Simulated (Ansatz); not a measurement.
`[F][Na]` + CH₃SH → `C[S][Na]` + H–F at 600 K and 1 bar (ligand exchange at the Na–F bond).

Computed with Ansatz on PBE0-D4/def2-TZVP structures; ΔE is electronic, products minus reactants. CCSD(T)/CBS adds triple-zeta CCSD(T) − MP2 to the extrapolated MP2 energy (def2 sets, frozen cores). This one scheme is used for every species. For Na outer-core shells are correlated without core-valence functions, which leaves a few kJ/mol of doubt a bond.

| species | CCSD(T)/CBS energy (Eh) | H − E (kJ/mol) | S (J/(mol·K)) |
| --- | --- | --- | --- |
| `[F][Na]` | -261.92403 | 23.1 | 242.1 |
| CH₃SH | -438.22835 | 152.3 | 296.8 |
| `C[S][Na]` | -599.74600 | 138.1 | 357.3 |
| H–F | -100.39570 | 42.3 | 194.0 |

H − E and S are ideal-gas, rigid-rotor, harmonic terms from PBE0-D4/def2-TZVP. 1 Eh = 2625.50 kJ/mol, R = 8.31446 J/(mol·K).

**Question.** By hand: ΔE, ΔH, ΔS and ΔG.

**Answer.** ΔE = (-599.74600) + (-100.39570) − (-261.92403) − (-438.22835) = 0.01068 Eh = 28.0 kJ/mol. Δ(H − E) = 138.1 + 42.3 − 23.1 − 152.3 = 5.0, so ΔH = 33.0 kJ/mol. ΔS = 357.3 + 194.0 − 242.1 − 296.8 = 12.4 J/(mol·K). ΔG = 33.0 − 600 × (12.4)/1000 = 25.6 kJ/mol.

**Question.** By hand: the equilibrium constant, and the temperature at which ΔG would vanish if ΔH and ΔS stayed fixed.

**Answer.** log₁₀ K = −ΔG/(RT ln 10) = -2.2. ΔG = 0 at ΔH/ΔS = 2661 K, far beyond where these terms or the molecules hold.

The number of gas molecules stays the same, so ΔS is small and ΔH decides. A doubt of 5 kJ/mol in ΔE shifts log₁₀ K by 0.4 here. These are equilibria of isolated gas molecules and say nothing of rates. Largest T1 diagnostic: 0.013 (customary marks: 0.02 for closed shells, 0.045 for open ones).
